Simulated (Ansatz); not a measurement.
Mulliken charges of C₃H₄F₂, SMILES `F/C=C/CF` from ωB97M-V/def2-TZVPP in Ansatz (PBE0-D4/def2-TZVP geometry).

```csv
atom,x (Å),y (Å),z (Å),charge (e)
F1,-2.210,-0.026,1.314,-0.184
C2,-1.255,-0.268,0.418,0.103
C3,-0.069,0.309,0.473,-0.125
C4,0.980,-0.004,-0.526,0.062
F5,1.279,1.119,-1.286,-0.230
H6,-1.566,-0.986,-0.334,0.098
H7,0.150,1.024,1.259,0.113
H8,0.654,-0.795,-1.208,0.074
H9,1.910,-0.316,-0.041,0.090
```

**Question.** By hand: the dipole of these point charges (1 e Å = 4.8032 D).

**Answer.** Σ q r = (0.136, -0.387, 0.022) e Å, of length 0.411 e Å = 1.97 D.

**Question.** How does the dipole of the full density compare? (Estimate.)

**Answer.** Ansatz gave: (0.059, -0.351, 0.039) e Å, 1.72 D; the point charges give 1.15 times that, at 10° from its direction.

Point charges leave out the atoms' own dipoles, such as those of lone pairs, and Mulliken's split depends on the basis, so the close match here is no proof of good charges.
